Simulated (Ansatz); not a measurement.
CO2 (carbon dioxide): the vertical ionisation energy from total energies

The species is CO2 (3 atoms), meant as a singlet with charge 0. As SMILES, `O=C=O`. The shape is that of a PBE0-D4/def2-TZVP optimisation.

```xyz
3

O     0.3716   -1.0919    0.0882
C     0.0001    0.0001    0.0001
O    -0.3718    1.0918   -0.0883
```

Both states at this one shape; open shells run unrestricted unless said. 1 Eh = 27.2114 eV.

| level | program | singlet CO2 (Eh) | doublet [CO2]+ (Eh) |
| --- | --- | --- | --- |
| SVWN5/cc-pVTZ | Ansatz | -187.265137 | -186.750493 |
| HSE06/cc-pVTZ | Ansatz | -188.448890 | -187.944923 |
| wB97M-V/cc-pVTZ | Ansatz | -188.612690 | -188.108037 |
| CCSDTQ/STO-3G, 3 core orbitals frozen | Ansatz | -185.273664 | -184.912296 |

Problem. Work out the vertical ionisation energy at each level.

Solution. 
1. SVWN5/cc-pVTZ: -186.750493 − (-187.265137) = 0.514644 Eh = 14.00 eV; against experiment +0.22 eV.
2. HSE06/cc-pVTZ: -187.944923 − (-188.448890) = 0.503967 Eh = 13.71 eV; against experiment -0.07 eV.
3. wB97M-V/cc-pVTZ: -188.108037 − (-188.612690) = 0.504653 Eh = 13.73 eV; against experiment -0.05 eV.
4. CCSDTQ/STO-3G: -184.912296 − (-185.273664) = 0.361368 Eh = 9.83 eV; against experiment -3.95 eV.

The measured vertical value is 13.78 eV (NIST CCCBDB). Minimal sets are far from the basis-set limit. The reference of the second state is spin-contaminated at CCSDTQ/STO-3G (⟨S²⟩ = 0.97).
